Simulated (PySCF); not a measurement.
Gas-phase reaction: CCl₃ + Cl ⇌ CCl₄

Computed with PySCF (xtb for GFN2) and rigid-rotor harmonic-oscillator thermochemistry at 1 bar. Table values come from the NASA 1993 polynomials. † marks an energy on the PBE0/def2-TZVP geometry and frequencies; other levels use their own. MP2 and CCSD(T) freeze the core. Open shells (unrestricted): CCl₃ (multiplicity 2), Cl (multiplicity 2); the rest are closed-shell singlets. GFN2 has no spin-polarisation term. Spin-orbit splitting is ignored; it lowers the true energy and changes the entropy of Cl. MP2 isn't extrapolated to the basis-set limit. CCSD(T) isn't extrapolated to the basis-set limit. The table's entry may be an old estimate for CCl₃ (not checked at source).

```
level                ΔH°(298 K), kJ
-------------------  --------------
table                        -296.6
BLYP/def2-TZVP†              -246.6
CCSD(T)/def2-SVP†                 …
CCSD(T)/def2-TZVPP†          -274.9
GFN2-xTB                     -308.7
HF/def2-TZVP†                -133.6
MP2/def2-SVP†                     …
PBE0/def2-QZVP†                   …
PBE0/def2-SVP†               -271.4
PBE0/def2-TZVP               -268.9
ωB97M-V/def2-TZVP†                …
ωB97X-V/def2-TZVP†           -281.8
```

Task: What belongs in the gaps?

Result: 
- CCSD(T)/def2-SVP†, ΔH°(298 K), kJ: -255.8
- MP2/def2-SVP†, ΔH°(298 K), kJ: -281.4
- PBE0/def2-QZVP†, ΔH°(298 K), kJ: -267.5
- ωB97M-V/def2-TZVP†, ΔH°(298 K), kJ: -292.1
